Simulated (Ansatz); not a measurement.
Compare A (`C1=CCCC1`) with its isomer B (`CC=C1CC1`).

Computed with Ansatz on PBE0-D4/def2-TZVP structures; ΔE is electronic, products minus reactants. CCSD(T)/CBS adds triple-zeta CCSD(T) − MP2 to the extrapolated MP2 energy (def2 sets, frozen cores). Functionals use def2-TZVPP. B3LYP here is the variant with VWN-RPA as its local correlation; programs differ in this.

Question: Which is lower in electronic energy at CCSD(T)/CBS, and by how much? (An estimate is asked.)

Answer: Computed: A, by 133.7 kJ/mol.

Question: Give E(B) − E(A) in kJ/mol with B2PLYP, CCSD/def2-TZVPP, B3LYP-D4, MP2/def2-TZVPP, CCSD(T)/def2-TZVPP, PBE0-D4, ωB97M-V. (Estimate.)

Answer: Computed: B2PLYP 123.0, CCSD/def2-TZVPP 133.7, B3LYP-D4 119.3, MP2/def2-TZVPP 133.1, CCSD(T)/def2-TZVPP 133.7, PBE0-D4 123.6, ωB97M-V 126.6. None reverses the order clearly.

Largest T1 diagnostic: 0.010.

In def2-TZVPP, CCSD(T) changes the Hartree–Fock value by +4.1 kJ/mol (the triples alone add +0.0 kJ/mol) and MP2 by +3.5 kJ/mol. The D4 term adds +5.3 kJ/mol with B3LYP and +2.5 kJ/mol with PBE0; it sums over pairs of atoms, weighted by their polarisabilities, and B3LYP, whose exchange is more repulsive, gets the larger term.
